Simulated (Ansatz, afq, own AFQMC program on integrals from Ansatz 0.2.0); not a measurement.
## HfH, quartet: AFQMC among the cluster methods

```xyz
2

Hf    0.0000    0.0000    0.0000
H     0.0000    0.0000    1.4880
```

Basis def2-TZVP with its core potentials. Noble-gas cores (and the filled d shells of Ga–Kr and In–Xe) are frozen. AFQMC by an in-house program on the Cholesky factors that Ansatz 0.2.0 writes for its CCSD(T) run. The CISD trial takes its coefficients from CCSD amplitudes. Released means that phaseless walkers are propagated on without the constraint, phases kept. Error bars are statistical, one sigma. No spin–orbit coupling. The metal's outer-core s and p shells are frozen, which shifts wave-function levels against functionals.

Determinant: UHF, the one that the program's search chose, which needn't be the lowest solution. The geometry is a point of a scan.

Full CI on the same integrals is exact in this basis and with this determinant's frozen core.

Cautions: no spin-orbit coupling; outer-core shells of the metal frozen; lower spins were not checked.

- T1 diagnostic: 0.0302
- weight of the determinant in the CISD state: 0.947
- ⟨S²⟩ of the determinant: 3.758
- size of the correlated space: 5 electrons in 42 orbitals

Reference: full CI, correlation energy -1.692 eV. The released energy is read at 3.00 1/Eh, later times being too noisy (meV from the phaseless value at times in 1/Eh: -3.8 ± 0.9 at 0.60, -7.4 ± 2.4 at 1.20, -8.6 ± 1.3 at 2.00, -6 ± 3 at 3.00, -43 ± 35 at 4.20).

```json
{"level": "HF", "E − E(reference) (kJ/mol)": "163.2", "share of correlation (%)": "0.00"}
{"level": "MP2", "E − E(reference) (kJ/mol)": "39.0", "share of correlation (%)": "76.14"}
{"level": "CCSD", "E − E(reference) (kJ/mol)": "5.3", "share of correlation (%)": "96.74"}
{"level": "CCSD(T)", "E − E(reference) (kJ/mol)": "1.8", "share of correlation (%)": "98.87"}
{"level": "CCSDT", "E − E(reference) (kJ/mol)": "0.2", "share of correlation (%)": "99.87"}
{"level": "CCSDT(Q)", "E − E(reference) (kJ/mol)": "0.1", "share of correlation (%)": "99.95"}
{"level": "CCSDTQ", "E − E(reference) (kJ/mol)": "0.0", "share of correlation (%)": "100.00"}
{"level": "ph-AFQMC/CISD", "E − E(reference) (kJ/mol)": "1.5 ± 0.09", "share of correlation (%)": "99.10"}
{"level": "released AFQMC", "E − E(reference) (kJ/mol)": "0.9 ± 0.3", "share of correlation (%)": "99.46"}
```

CCSDT and higher add their correlation energy to the determinant of the CCSD(T) run, since their own runs factorise the integrals more tightly (a shift of under 2 meV). Released energies are given only where the last usable release times agree within the noise; a slower fall can still hide under it.
